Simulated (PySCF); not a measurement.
**State search for SiP**

Unrestricted PBE0; basis Si def2-SVP, P def2-SVP; no relativity; PySCF 2.14. Outer shells of the fragments: Si 3s2 3p2; P 3s2 3p3.

Followed along the bond (rough minima from three points):

```
2Ms+1     unpaired  ⟨S²⟩ at the start  R at minimum (Å)  Te (eV)
    2          π ↑               0.76              2.08     0.00
    2          σ ↑               0.77              1.98     0.14
    4        π ↑↑↑               3.76  none in the scan   ≤ 1.71
    6  σ ↑, π ↑↑↑↑               8.75  none in the scan   ≤ 3.19
```

Solutions found at the starting distance of 2.180 Å, counted from the lowest of them; the search is not exhaustive and high or unbound solutions are not listed, so other states can lie among these:

| 2Ms+1 | unpaired | term | E (eV) | ⟨S²⟩ | ⟨Lz²⟩ | μ (D) |
| --- | --- | --- | --- | --- | --- | --- |
| 2 | π ↑ | ²Π | 0.00 | 0.76 | 1.01 | -1.01 |
| 2 | σ ↑ | ²Σ⁺ | 0.45 | 0.77 | 0.00 | -1.47 |
| 4 | π ↑↑↑ | ⁴Π | 1.79 | 3.76 | 1.01 | 0.46 |
| 4 | σ ↑, π ↑↑ | mixed | 1.96 | 3.76 | 2.01 | -0.71 |
| 2 | π ↑↑↓ | mixed | 2.19 | 1.76 | 3.02 | 0.47 |
| 2 | σ ↓, π ↑↑ | mixed | 2.41 | 1.78 | 2.01 | -0.52 |
| 4 | σ ↑, π ↑↑ | mixed | 2.48 | 3.76 | 2.00 | -0.96 |
| 2 | σ ↓, π ↑↑ | mixed | 2.94 | 1.77 | 2.01 | -0.80 |
| 6 | σ ↑, π ↑↑↑↑ | ⁶Σ⁺ | 3.44 | 8.75 | 0.00 | 0.84 |
| 2 | π ↑ | mixed | 3.58 | 0.75 | 3.01 | 0.53 |

A term symbol is given only where ⟨S²⟩ and ⟨Lz²⟩ are close to those of a pure state; real π, δ and φ orbitals otherwise mix terms. A positive dipole means Si(−)P(+).

Task: Compare the gap between the two lowest followed solutions at the starting distance with the gap between their minima.

Result: At PBE0 the second solution (doublet, unpaired electrons σ ↑) lies +0.45 eV from the first (doublet, unpaired electrons π ↑) at 2.180 Å and +0.14 eV at the minima; the two curves relax by different amounts, since their minima lie near 1.98 and 2.08 Å.

Counting both spins, an empty level lies below a filled one in some of these solutions, because spin and occupation are held.
